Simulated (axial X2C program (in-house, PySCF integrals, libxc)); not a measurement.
# Nuclear properties of Na₂⁺

Calculated with an axial X2C code built on PySCF integrals: two-component X2C with atomic mean-field Coulomb and Gaunt terms, Gaussian nuclei, basis Na dyall-cv3z with contracted cores.

R = 3.635 Å (near the PBE0 minimum at charge 1 of the determinant lowest at the starting distance; the state shown can have its own minimum elsewhere).

Determinant lowest in the PBE0 search, Ω = 1/2 (⟨Sz⟩ = 0.50, ⟨Lz⟩ = 0.00 at PBE0), spin on the atoms Na 0.25, Na 0.25:

| level | A∥/gI Na (MHz) | qzz Na (a.u.) |
| --- | --- | --- |
| PBE0 | 328 | -0.05 |
| HF | 272 | -0.07 |
| PBE50 | 306 | -0.06 |
| r2SCAN | 340 | -0.06 |
| BP86 | 348 | -0.05 |

A∥ (defined per Ω) follows by multiplying with gI = μI/(I μN); qzz is the electric field gradient, eQq0 = 234.96 MHz × Q/barn × qzz. The operators were transformed with the bare-nucleus X2C matrices; with these basis sets, hyperfine constants and field gradients can be off by tens of per cent, and where levels differ in sign neither size nor sign is settled.

(1) With gI(23Na) = 1.4783, Q(23Na) = 0.104 barn (g factors from the IAEA table of nuclear moments by Stone; Q from Pyykkö, Mol. Phys. 2018), turn the PBE0 values of the first state into constants in MHz.

Each state is one determinant with collinear spin. Unrestricted Hartree–Fock can overshoot spin polarisation at the nuclei. The search compared states at one distance, so a state with another bond length can lie lower.

Answers

(1) A∥(23Na) = 328 × 1.4783 = 485 MHz; eQq0(23Na) = 234.96 × (0.104) × (-0.05) = -1.22 MHz.
